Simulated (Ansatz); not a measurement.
Beryllium, hcp: convergence with the k-point mesh

Computed with Ansatz, r²SCAN, scalar-relativistic PAW, on the relaxed cell (a = 2.265 Å, c = 3.561 Å (c/a = 1.573); spin not included). Errors count from a run at 500 eV on a Γ-centred 26×26×15 mesh with Fermi-Dirac smearing of 0.1 eV, extrapolated to zero width. Fixed here: cutoff 500 eV, Fermi-Dirac width 0.1 eV. The SCF starts from atomic densities corrected by a trained network.

```tsv
k-mesh	E(σ→0) error (meV/atom)	P (GPa)	SCF iterations
3×3×2	697.7	9.84	6
4×4×2	251.4	2.93	6
6×6×3	62.3	0.56	6
8×8×4	23.0	0.07	6
13×13×7	3.2	0.07	6
17×17×9	3.9	0.05	6
23×23×13	0.0	0.01	6
```

**Question.** What does the run at 10×10×6 give (k-mesh)?

**Answer.** E(σ→0) error (meV/atom): 15.8; P (GPa): 0.25; SCF iterations: 6.

Within 5 meV/atom of the last row: from 13×13×7 on.
